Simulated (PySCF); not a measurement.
# C4H5F: the cost of one run

Computed with PySCF 2.14.0, with density-fitted response routines of our own, on a single molecule in the gas phase. Atoms are numbered from 0 throughout.

## 1. The molecule as given

10 atoms, charge 0, multiplicity 1; geometry from: GFN2-xTB. The atoms were then displaced at random by about 0.01 Å, so the start is not that level's minimum.

Bonds of the start (Å): C0–C1 1.23, C1–C2 1.47, C2–C3 1.49, C2–F4 1.38, C0–H5 1.02, C2–H6 1.11, C3–H7 1.09, C3–H8 1.09, C3–H9 1.12.

## 2. Optimising the geometry at PBE0-D3(BJ)/def2-SVP

Job settings and geometry (Å):

```
{"job": {"xc": "PBE0", "basis": "def2-SVP", "d3": "d3bj", "grid": 1, "shake": 0.01, "kind": "geom"}, "charge": 0, "multiplicity": 1}
C      2.288360    -0.022440    -0.267720
C      1.117020     0.278240    -0.069860
C     -0.296190     0.624290     0.119830
C     -1.131890    -0.609410     0.106860
F     -0.688370     1.486370    -0.886990
H      3.271510    -0.241120    -0.428730
H     -0.383400     1.185330     1.068340
H     -1.039090    -1.124900    -0.844180
H     -0.879440    -1.274700     0.936610
H     -2.208090    -0.322590     0.244780
```

Run with:

```
OMP_NUM_THREADS=1 python probes_run.py task.json out
```

The driver reads the jobs from task.json and runs them one after another.

**Question.** How long does this first job take on 1 thread of Arm Neoverse V1, shared host, and how much memory does it need?

About 18 s, with a peak of 0.38 GiB.
